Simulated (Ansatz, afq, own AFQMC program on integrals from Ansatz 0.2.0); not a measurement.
# BH4, doublet: a scan with AFQMC

```json
{"atom": "B", "x (Å)": "0.0000", "y (Å)": "0.0000", "z (Å)": "0.0000"}
{"atom": "H", "x (Å)": "0.4147", "y (Å)": "0.8125", "z (Å)": "0.8107"}
{"atom": "H", "x (Å)": "-0.4243", "y (Å)": "-0.8077", "z (Å)": "0.8105"}
{"atom": "H", "x (Å)": "-0.4128", "y (Å)": "0.8086", "z (Å)": "-0.8154"}
{"atom": "H", "x (Å)": "0.4225", "y (Å)": "-0.8134", "z (Å)": "-0.8057"}
```

All coordinates are scaled about the centre. Energies in eV count from this geometry (1.000) at the same level; the start stands on UHF, each point on the determinant named.

Basis 6-31G. Only valence electrons are correlated. AFQMC by an in-house program on the Cholesky factors that Ansatz 0.2.0 writes for its CCSD(T) run. ph-AFQMC/CISD is guided by a CISD state made of CCSD amplitudes; releasing the constraint for a short imaginary time cuts its bias at the price of noise, slowly where states lie close. ± is one standard error of the sampling.

Cautions, each for one point or more: (T) is large; a state of other symmetry lies lower; cluster runs in doubt by the program's own checks; raised T1 diagnostic; strong correlation; the next higher spin lies close; the search met a lower determinant of the same kind, perhaps of another symmetry; unrestricted determinant spin contaminated.

```json
{"scale of all distances": "0.884", "det.": "UHF", "T1": "0.009", "weight": "0.95", "⟨S²⟩": "0.76", "CCSD(T)": "1.223", "ph-AFQMC/CISD": "1.227 ± 0.001", "FCI": "1.227", "CCSDT(Q)": "1.227", "PBE": "1.163", "PBE0": "1.076"}
{"scale of all distances": "1.118", "det.": "UHF", "T1": "0.020", "weight": "0.92", "⟨S²⟩": "0.78", "CCSD(T)": "0.504", "ph-AFQMC/CISD": "0.501 ± 0.002", "FCI": "0.497", "CCSDT(Q)": "0.497", "PBE": "0.558", "PBE0": "0.652"}
{"scale of all distances": "1.307", "det.": "UHF", "T1": "0.041", "weight": "0.87", "⟨S²⟩": "0.87", "CCSD(T)": "2.786", "ph-AFQMC/CISD": "2.773 ± 0.004", "FCI": "2.753", "CCSDT(Q)": "2.754", "PBE": "2.998", "PBE0": "3.255"}
{"scale of all distances": "1.526", "det.": "UHF", "T1": "0.096", "weight": "0.72", "⟨S²⟩": "1.35", "CCSD(T)": "5.799", "ph-AFQMC/CISD": "5.784 ± 0.005", "FCI": "5.692", "CCSDT(Q)": "5.695", "PBE": "6.359", "PBE0": "6.820"}
{"scale of all distances": "1.722", "det.": "UHF", "T1": "0.167", "weight": "0.48", "⟨S²⟩": "2.20", "CCSD(T)": "7.934", "ph-AFQMC/CISD": "7.990 ± 0.008", "FCI": "7.784", "CCSDT(Q)": "7.786", "PBE": "9.041", "PBE0": "9.639§"}
{"scale of all distances": "1.981", "det.": "UHF", "T1": "0.089", "weight": "0.68", "⟨S²⟩": "2.53", "CCSD(T)": "9.653", "ph-AFQMC/CISD": "9.564 ± 0.005", "FCI": "9.389", "CCSDT(Q)": "9.465", "PBE": "11.277§", "PBE0": "11.456§"}
{"scale of all distances": "2.367", "det.": "UHF†¶", "T1": "0.055", "weight": "0.75", "⟨S²⟩": "2.66", "CCSD(T)": "10.323", "ph-AFQMC/CISD": "10.315 ± 0.003", "FCI": "–", "CCSDT(Q)": "10.291", "PBE": "12.469§", "PBE0": "12.391§"}
```

Weight is that of the determinant in the CISD state; at the start T1 is 0.013 and the weight 0.94, and ⟨S²⟩ is 0.76. ¶ marks points with a poor determinant and no full CI, where no value is sure; they don't count among the departures. A dagger marks points whose determinant fills other symmetries than the start's, so the wave-function levels may follow another state there, or a degenerate partner. Symmetry can't show for every point that it stays on the start's state. A dash marks a missing value, a released energy that hasn't settled or a functional that sits on another state. § marks a functional whose ⟨S²⟩ is too high by over 0.1. Largest departures from full CI where it is shown: CCSD(T) 0.263 eV at 1.981 (on UHF), ph-AFQMC/CISD 0.206 eV at 1.722 (on UHF), CCSDT(Q) 0.075 eV at 1.981 (on UHF), PBE 1.258 eV at 1.722, PBE0 1.128 eV at 1.526. Functionals count only at points shown to share the start's state and spin. In this small basis the wave-function levels are far from their limit, so their gap to the functionals isn't the functionals' error.

Some points may be missing: those where a free walk finds a much lower state, and past Zn most of those on another determinant than at the start.

CCSDT and higher add their correlation energy to the determinant of the CCSD(T) run, since their own runs factorise the integrals more tightly (a shift of under 2 meV). A walk keeps the symmetry of its determinant, which the program's search chose and which needn't be the lowest solution, so a lower state of the same spin and another symmetry isn't excluded.
